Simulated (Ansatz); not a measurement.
System: fcc Yb. Method: PBEsol (PAW; Ansatz, an electronic-structure program).

Run with plane-wave cutoff 500 eV, 24×24×24 k mesh, Fermi–Dirac smearing 0.1 eV, no spin polarisation, scalar-relativistic PAW data made under PBE.

Computed at the level's own relaxed cell.

Question: Estimate the equilibrium volume per atom and lattice parameter a that the calculation returns.

Answer: 
- equilibrium volume per atom: 32.61 Å³/atom
- lattice parameter a: 5.071 Å

Measured, for comparison: equilibrium volume per atom 41.24 Å³/atom, lattice constant a 5.485 Å (293 K, not corrected to a static lattice; as tabulated in Wikipedia's data pages). Computed (rounded) less measured: equilibrium volume per atom -20.9 %, lattice constant a -7.5 %.

Spin–orbit coupling is not included.

Static lattice: no zero-point or thermal effects.

Cost on a shared machine: very roughly 90 core-seconds.
